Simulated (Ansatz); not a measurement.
**CH₄NSi+ (SMILES C[Si+]=N): single points off equilibrium**

An exercise on one series of results from a longer session: the logs are not shown, and one member is left open.

Program: Ansatz 0.2.0, Gaussian basis. Level of theory: single points in def2-TZVPP. These are calculated values, not measurements.

Correlated methods freeze the cores. B3LYP uses VWN-RPA correlation.

## Starting geometry

SMILES `C[Si+]=N`, 7 atoms, charge 1, spin multiplicity 1.

Atoms are counted from 1 here; the program's logs count them from 0.

Bond lengths: C1–Si2 1.803 Å, C1–H4 1.087 Å, C1–H5 1.057 Å, C1–H6 1.073 Å, Si2–N3 1.582 Å, N3–H7 0.980 Å. Angles: Si2–C1–H4 110.7°, Si2–C1–H5 110.6°, Si2–C1–H6 111.6°, H4–C1–H5 107.2°, H4–C1–H6 108.3°, H5–C1–H6 108.3°, C1–Si2–N3 172.6°, Si2–N3–H7 137.4°.

As a file:

```xyz
7

C    -0.9302    0.5914   -0.3897
Si    0.5081   -0.2945    0.2395
N     1.8108   -0.9032    0.8986
H    -1.7042   -0.1053   -0.7014
H    -0.6709    1.1690   -1.2367
H    -1.3450    1.2468    0.3512
H     2.3259   -1.7348    0.8441
```

The first run:

The input, run/in.yaml:

```yaml
crystal:
  periodic: [false, false, false]
  atoms:
    - {symbol: C, position_ang: [-0.930200, 0.591400, -0.389700]}
    - {symbol: Si, position_ang: [0.508100, -0.294500, 0.239500]}
    - {symbol: N, position_ang: [1.810800, -0.903200, 0.898600]}
    - {symbol: H, position_ang: [-1.704200, -0.105300, -0.701400]}
    - {symbol: H, position_ang: [-0.670900, 1.169000, -1.236700]}
    - {symbol: H, position_ang: [-1.345000, 1.246800, 0.351200]}
    - {symbol: H, position_ang: [2.325900, -1.734800, 0.844100]}
basis:
  gaussian: {orbitals: def2-TZVPP}
total_charge: 1
correlation: {method: ccsd_t}
output: {forces: true}
```

No record of the launch command was kept for these runs.

Among the steps run: CCSD(T)/def2-TZVPP; PBE0-D4/def2-TZVPP; wB97M-V/def2-TZVPP; r2SCAN-D4/def2-TZVPP; PBE-D4/def2-TZVPP; r2SCAN0-D4/def2-TZVPP; B3LYP-D4/def2-TZVPP.

One table of the session follows, with a row left open; its other results are not shown here.

```
    method  RMS force component (eV/Å)  angle to CCSD(T) forces (°)
   CCSD(T)                       1.089                    reference
   PBE0-D4                       1.278                          7.7
   wB97M-V                       1.321                          9.5
 r2SCAN-D4                           ?                            ?
    PBE-D4                       1.144                          8.8
r2SCAN0-D4                       1.312                         11.0
  B3LYP-D4                       1.237                          6.0
```

**Question.** Estimate the row for r2SCAN-D4.

**Answer.** RMS force component (eV/Å): 1.185; angle to CCSD(T) forces (°): 6.1. In the column «RMS force component (eV/Å)» it lies between PBE-D4 (1.144) and B3LYP-D4 (1.237).
